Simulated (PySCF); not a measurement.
## Ionisation of isobutane

Molecule: isobutane, `CC(C)C` (C4H10). Non-hydrogen atoms are numbered in `[CH3:1][CH:2]([CH3:3])[CH3:4]`.

Level of theory: ωB97X-D3(BJ)/ma-def2-TZVP single points in PySCF, grid level 2; every species was optimised with PBE0-D3(BJ)/def2-SVP. The prefix ma- adds one diffuse s and one diffuse p function on all atoms but H. ωB97X-D3(BJ) is ωB97X-V with D3(BJ) in place of VV10. Thermal corrections: PBE0-D3(BJ)/def2-SVP frequencies, unscaled, ideal gas at 298.15 K and 1 bar, quasi-RRHO entropy.

Frontier levels of the parent: HOMO -11.48 eV, LUMO 1.14 eV.

Oxidation to the radical cation:
- Vertical ionisation energy (electronic): 11.49 eV
- Adiabatic ionisation energy (with zero-point energy): 10.40 eV
- Adiabatic, electronic part: 10.60 eV
- Vertical gap at the product's structure: 9.24 eV
- Inner reorganisation energy (four-point): 2252 meV
- Relaxation of product / of parent: 897 / 1355 meV
- ⟨S²⟩ of the product: 0.753
- Largest spin populations: C2 0.36, C4 0.26, H (on C2) 0.18, H (on C4) 0.09
- Largest changes of atomic charge: H (on C2) 0.18, C2 0.14, H (on C4) 0.12
- Distances that move most (Å): C2–C4 1.525 → 1.612; C2–H 1.106 → 1.161; C2–C3 1.525 → 1.481; C1–C2 1.525 → 1.482
- Potential in acetonitrile: 7.78 V absolute, 3.24 V against Fc+/Fc computed at 4.54 V (solvation -3 → -249 kJ/mol)

Solvents are IEF-PCM continua (electrostatics only, gas-phase structures); absolute potentials refer to an electron at rest in vacuum. Fc+/Fc in acetonitrile, 4.54 V, is ωB97X-D3(BJ)/ma-def2-TZVP on PBE0-D3(BJ)/def2-SVP structures with GFN2-xTB thermal terms. Benchmark calculations put it near 5.0 V in acetonitrile and DMSO, so it is about 0.5 V low, and the value against it can read up to that much too high.

Measured values (NIST Chemistry WebBook, evaluated or the median of agreeing entries): adiabatic ionisation energy 10.68 eV (computed 10.40, difference -0.28).

Note: C1 and C4 are equivalent in the parent, but the relaxed radical cation is symmetry-broken (C3v to C1), as a Jahn-Teller-type distortion or an artefact of the method; its spin populations, distances and adiabatic value belong to that structure.

Structures, frequencies and single points took 24 min of wall time on 1 thread of Arm Neoverse N1 (shared host), launched as `OMP_NUM_THREADS=1 python redox_run.py task.json out`.
